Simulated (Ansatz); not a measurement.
**Chalcopyrite CuGaSe2**

Computed with r²SCAN0 (Ansatz, a program for electronic structure, PAW).

Settings: plane-wave cutoff 520 eV, 6×6×6 k mesh, Fermi–Dirac smearing 0.01 eV, no spin polarisation, scalar-relativistic PAW data made under PBE.

Cell: measured lattice: a = b = 5.619 Å, c = 11.026 Å, α = β = γ = 90.00°.

For chalcopyrite CuGaSe2, the band gap comes out as 2.32 eV (on the SCF k mesh) (direct).

Measured, for comparison: band gap 1.67 eV (temperature not stated, no zero-point or thermal correction, direct or pseudo-direct at Γ; as tabulated in Ghosh et al. (2024), arXiv:2401.16805).

Note: cell and atoms aren't relaxed at this level (largest force component 0.12 eV/Å, pressure -0.2 GPa).

Spin–orbit coupling is not included.

The computed numbers hold no vibrational or temperature effects.
